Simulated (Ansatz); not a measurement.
Born–Oppenheimer molecular dynamics of H4OSi (6 atoms, charge 0, multiplicity 1). It starts from a relaxed structure.

All numbers below come from Ansatz 0.2.0, RKS PBE-D4/STO-3G.

```yaml
ensemble: NVT, Langevin thermostat
time_step: 1 fs
steps_asked: 250
set_temperature: 300 K
friction: 0.001 /fs
seed: 78873
```

First frame:

```xyz
6
Properties=species:S:1:pos:R:3
Si -0.015 -0.026 0.005
O 0.075 -0.099 1.736
H -0.924 -0.143 2.003
H 1.364 0.027 -0.452
H -0.732 1.156 -0.477
H -0.676 -1.196 -0.577
```

(1) How far do the bonds stretch over the last three quarters of this one trajectory? (Pairs bonded in most of those frames.)

Answers

(1) 
```csv
bond,mean (Å),spread (Å),shortest,longest
Si1–O2,1.738,0.018,1.70,1.77
Si1–H4,1.457,0.024,1.41,1.50
Si1–H5,1.465,0.018,1.43,1.50
Si1–H6,1.465,0.010,1.44,1.49
O2–H3,1.039,0.030,0.99,1.09
```

Mean temperature of the second half: 160 K. The mean temperature of the second half is 47 % below the set value. A run of 0.25 ps of so small a system gives no equilibrium averages. Limits of this set-up: minimal basis.

The run took 2.3 min on 1 thread of Arm Neoverse V1 (shared host), peak memory 0.073 GiB.
